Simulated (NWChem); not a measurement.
System: C3H7Cl; SMILES ClCCC

Here is an NWChem input.

```
start job
memory heap 200 mb stack 900 mb global 1100 mb
geometry units angstroms
  C     -0.790821    -1.749335     0.142086
  C      0.510567    -1.147553    -0.360846
  C      0.893354     0.158830     0.303890
  Cl    -0.295859     1.463295    -0.020850
  H     -0.741161    -1.967507     1.221125
  H     -1.020912    -2.690102    -0.379535
  H     -1.629248    -1.055917    -0.020928
  H      0.461419    -0.988387    -1.450955
  H      1.345484    -1.850507    -0.189361
  H      0.950452     0.054851     1.397497
  H      1.862200     0.526322    -0.060731
end
basis spherical
  * library def2-svp
end
dft
  xc becke88 lyp
  iterations 150
end
driver
  maxiter 120
end
task dft optimize
task dft freq
```

NWChem printed, in part:

```
             Northwest Computational Chemistry Package (NWChem) 7.3.0
             --------------------------------------------------------

 C1  symmetry detected

                             Geometry "geometry" -> ""
                             -------------------------

 Output coordinates in angstroms (scale by  1.889725989 to convert to a.u.)

  No.       Tag          Charge          X              Y              Z
 ---- ---------------- ---------- -------------- -------------- --------------
    1 C                    6.0000    -0.78295523    -1.76165818     0.14213345
    2 C                    6.0000     0.52156074    -1.16209890    -0.35531970
    3 C                    6.0000     0.89264294     0.15475773     0.29523621
    4 Cl                  17.0000    -0.29766491     1.45021277    -0.06011719
    5 H                    1.0000    -0.74398174    -1.96469636     1.22455983
    6 H                    1.0000    -1.00416439    -2.71039346    -0.36878803
    7 H                    1.0000    -1.62205332    -1.07365703    -0.03933483
    8 H                    1.0000     0.48342558    -1.01821194    -1.44799039
    9 H                    1.0000     1.35709287    -1.85953082    -0.16528650
   10 H                    1.0000     0.93849514     0.06612981     1.39072275
   11 H                    1.0000     1.86399859     0.52073878    -0.06419040

 Effective nuclear repulsion energy (a.u.)     162.6948465483

                                Z-matrix (autoz)
                                --------

 Units are Angstrom for bonds and degrees for angles

[...]

      ----------------------
      Optimization converged
      ----------------------

  Step       Energy      Delta E   Gmax     Grms     Xrms     Xmax
  ---- ---------------- -------- -------- -------- -------- --------
@    6    -578.41473613 -1.5D-07  0.00003  0.00001  0.00025  0.00086
                                     ok       ok       ok       ok

                                Z-matrix (autoz)
                                --------

 Units are Angstrom for bonds and degrees for angles

[...]

 Rotational Constants
 --------------------
 A=   0.386771 cm-1  (  0.556465 K)
 B=   0.106278 cm-1  (  0.152907 K)
 C=   0.091352 cm-1  (  0.131433 K)

 Temperature                      =   298.15K
 frequency scaling parameter      =   1.0000

 Zero-Point correction to Energy  =   57.673 kcal/mol  (  0.091908 au)
 Thermal correction to Energy     =   61.002 kcal/mol  (  0.097213 au)
 Thermal correction to Enthalpy   =   61.594 kcal/mol  (  0.098157 au)

 Total Entropy                    =   73.130 cal/mol-K
   - Translational                =   38.961 cal/mol-K (mol. weight =  78.0236)
   - Rotational                   =   25.555 cal/mol-K (symmetry #  =        1)
   - Vibrational                  =    8.614 cal/mol-K

 Cv (constant volume heat capacity) =   17.848 cal/mol-K
   - Translational                  =    2.979 cal/mol-K
   - Rotational                     =    2.979 cal/mol-K
   - Vibrational                    =   11.889 cal/mol-K

[normal modes left out]

 ----------------------------------------------------------------------------
 Normal Eigenvalue ||           Projected Infra Red Intensities
  Mode   [cm**-1]  || [atomic units] [(debye/angs)**2] [(KM/mol)] [arbitrary]
 ------ ---------- || -------------- ----------------- ---------- -----------
    1       -0.000 ||    0.000834           0.019         0.813       1.034
    2       -0.000 ||    0.000033           0.001         0.032       0.041
    3       -0.000 ||    0.000666           0.015         0.649       0.826
    4       -0.000 ||    0.000623           0.014         0.607       0.773
    5       -0.000 ||    0.000361           0.008         0.352       0.448
    6        0.000 ||    0.000111           0.003         0.108       0.138
    7      140.786 ||    0.000862           0.020         0.840       1.069
    8      214.581 ||    0.001636           0.038         1.595       2.029
    9      292.801 ||    0.000730           0.017         0.712       0.905
   10      412.442 ||    0.001747           0.040         1.703       2.167
   11      619.546 ||    0.020909           0.482        20.383      25.933
   12      769.652 ||    0.014389           0.332        14.027      17.847
   13      837.606 ||    0.005520           0.127         5.381       6.846
   14      874.077 ||    0.005934           0.137         5.785       7.360
   15     1013.626 ||    0.002186           0.050         2.131       2.712
   16     1037.325 ||    0.000899           0.021         0.876       1.115
   17     1066.315 ||    0.001737           0.040         1.693       2.154
   18     1186.978 ||    0.000341           0.008         0.332       0.423
   19     1230.730 ||    0.007989           0.184         7.788       9.908
   20     1279.317 ||    0.026284           0.606        25.623      32.599
   21     1329.982 ||    0.002234           0.052         2.178       2.771
   22     1360.234 ||    0.005269           0.122         5.137       6.536
   23     1410.383 ||    0.002567           0.059         2.502       3.183
   24     1417.623 ||    0.001091           0.025         1.064       1.353
   25     1432.619 ||    0.006439           0.149         6.277       7.986
   26     1442.556 ||    0.003957           0.091         3.857       4.907
   27     2935.742 ||    0.025081           0.579        24.450      31.107
   28     2954.065 ||    0.021830           0.504        21.281      27.075
   29     2982.552 ||    0.005399           0.125         5.264       6.697
   30     2994.892 ||    0.029116           0.672        28.383      36.111
   31     3026.810 ||    0.034462           0.795        33.595      42.742
   32     3044.051 ||    0.018132           0.418        17.676      22.489
   33     3054.873 ||    0.016702           0.385        16.282      20.715
 ----------------------------------------------------------------------------
```

Level: BLYP/def2-SVP.
